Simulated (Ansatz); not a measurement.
# Cost against result

The pair of HF (SMILES F, atoms 1–2) and C$_{2}$H$_{6}$ (SMILES CC, atoms 3–10), both closed shells, in one local arrangement (a lower one may exist), relaxed at PBE0-D4/def2-TZVP:

F1  (-0.104, -0.041, -2.727)
H2  (0.266, 0.181, -1.909)
C3  (-0.632, -0.404, 0.820)
C4  (0.584, 0.364, 0.333)
H5  (-1.232, -0.774, -0.015)
H6  (-0.339, -1.265, 1.423)
H7  (-1.276, 0.228, 1.435)
H8  (1.190, 0.738, 1.161)
H9  (0.296, 1.244, -0.254)
H10  (1.247, -0.270, -0.267)
(Å)

Interaction energies are counterpoise-corrected; the time is that of the whole pair.

Computed with Ansatz 0.2.0 (basis: as named in each row); correlated methods freeze the cores. B3LYP uses VWN-RPA correlation. Extrapolation: Hartree–Fock as exp(−7.88 √X), correlation as X^−2.97.

Times are rough, for one single point on 4 threads of a shared host (Intel Xeon 6975P-C).

The estimate by CCSD(T) at an estimated basis limit (MP2 extrapolated from triple and quadruple zeta, plus CCSD(T) − MP2 in triple zeta) is -1.86 kcal/mol.

| method | basis | time (s) | interaction energy (kcal/mol) | method less estimate |
| --- | --- | --- | --- | --- |
| HF | STO-3G | under 1 | 3.04 | 4.90 |
| PBE-D4 | STO-3G | under 1 | 1.05 | 2.91 |
| B3LYP-D4 | 6-31G | under 1 | -1.24 | 0.62 |
| SPW92 | def2-SVP | under 1 | -3.46 | -1.60 |
| PBE-D4 | def2-SVP | under 1 | -1.71 | 0.15 |
| PBE0-D4 | def2-SVP | under 1 | -1.50 | 0.36 |
| PBE-D4 | def2-TZVPPD | under 1 | -2.25 | -0.39 |
| BLYP-D4 | def2-TZVPPD | under 1 | -1.47 | 0.39 |
| CCSD(T) | def2-SVP | under 1 | -0.05 | 1.81 |
| revPBE-D4 | def2-TZVPPD | under 1 | -1.39 | 0.47 |
| PBE0-D4 | def2-TZVPPD | under 1 | -2.09 | -0.23 |
| wB97M-V | def2-SVP | 1 | -1.17 | 0.69 |
| r2SCAN-D4 | def2-TZVPPD | 1 | -2.36 | -0.50 |
| B3LYP-D4 | def2-TZVPPD | 1 | -1.70 | 0.16 |
| HSE06-D4 | def2-TZVPPD | 1 | -2.09 | -0.23 |
| B2PLYP | def2-TZVPPD | 2 | -1.28 | 0.58 |
| B97M-V | def2-TZVPPD | 3 | -1.99 | -0.13 |
| wB97M-V | def2-TZVPPD | 3 | -1.96 | -0.11 |
| wB97X-V | def2-TZVPPD | 3 | -1.96 | -0.10 |
| MP2 | def2-QZVPPD | 13 | -1.69 | 0.17 |
| CCSD(T) | def2-TZVPPD | 25 | -1.60 | 0.26 |

T1 diagnostic: at most 0.011.
